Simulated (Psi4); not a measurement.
Psi4 input (wB97X-D/6-311+G**):

```
memory 1500 MB

molecule {
0 1
C     0.00157892    1.37890846   -0.51669082
S     0.00022170    0.00210942    0.66008152
C    -0.00192304   -1.38218263   -0.50786606
H     0.00294044    2.29930409    0.06551542
H     0.89298680    1.35708081   -1.14457101
H    -0.89029797    1.35934449   -1.14397930
H    -0.00289150   -2.29883840    0.08021161
H    -0.89375252   -1.36436649   -1.13527401
H     0.88953225   -1.36663016   -1.13586572
symmetry c1
no_reorient
no_com
}

set {
  basis 6-311+G**
  reference rks
  scf_type pk
  dft_radial_points 99
  dft_spherical_points 590
  e_convergence 1e-8
  d_convergence 1e-7
  maxiter 150
}

e = energy('wb97x-d')
print_out(f'\nFINAL {e:.10f} DIPOLE {variable("CURRENT DIPOLE")[0]:.6f} {variable("CURRENT DIPOLE")[1]:.6f} {variable("CURRENT DIPOLE")[2]:.6f}\n')
```

### Question
Predict the final energy.

### Answer
-478.01641 Eh.
